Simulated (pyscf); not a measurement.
Structures and frequencies: ωB97X-D3(BJ)/def2-SVP in PySCF.

Task: PBE/def2-TZVP puts the barrier of Cl–GeH₃ + HO–GeH₃ → H₃Ge–O–GeH₃ + HCl (four-centre exchange; singlet surface; Cl–Ge, H–O broken, Ge–O, Cl–H formed) at 15.4 kcal/mol and the reaction energy at +11.1 kcal/mol, from the separated reactants. What do r²SCAN/def2-TZVP, B3LYP-D3(BJ)/def2-TZVP, ωB97M-D3(BJ)/def2-TZVP give on the same structures?

Result: r²SCAN: ΔE‡ = 14.8 kcal/mol, ΔE = +9.9 kcal/mol; B3LYP-D3(BJ): ΔE‡ = 14.7 kcal/mol, ΔE = +9.6 kcal/mol; ωB97M-D3(BJ): ΔE‡ = 16.2 kcal/mol, ΔE = +10.0 kcal/mol. PBE's barrier lies among them. Its reaction energy lies over all of them, by 1.2 to 1.5 kcal/mol. On the reactant side the descent ends in a complex, 5.4 kcal/mol under the separated species and 20.6 kcal/mol under the saddle at ωB97X-D3(BJ)/def2-TZVP. On the product side the descent ends in a complex, 6.9 kcal/mol under the separated species and 12.3 kcal/mol under the saddle at ωB97X-D3(BJ)/def2-TZVP. One saddle was located; it need not be the lowest between these sides. Elements up to Kr have no core potential and no relativistic terms here.
